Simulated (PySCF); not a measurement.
ethane cation (C2H6), SMILES CC (connectivity only; charge and spin as stated), charge +1, multiplicity 2. Atoms are numbered in the order given.

```xyz
8

C      0.0653     0.7174     0.0000
C     -0.0653    -0.7174     0.0000
H     -0.6173     1.2235     0.7694
H     -0.6173     1.2235    -0.7694
H      1.0688     1.1503     0.0000
H      0.6173    -1.2235     0.7694
H      0.6173    -1.2235    -0.7694
H     -1.0688    -1.1503     0.0000
```
Charge +1, spin multiplicity 2.

Coordinates come from a PBE-D3(BJ)/def2-TZVP optimisation. The spin state was assumed, not searched.

Calculation: SMD-B3LYP/6-31G* (PySCF).

Solvation free energies are E(SMD) − E(gas) at the gas-phase geometry, for 1 M in both phases.

| solvent | ΔG(solv) (kcal/mol) | its non-electrostatic (CDS) part |
|---|---|---|
| water | -72.1 | 2.3 |
| 1-octanol | -67.9 | -0.2 |
| tetrahydrofuran | -65.7 | -0.5 |
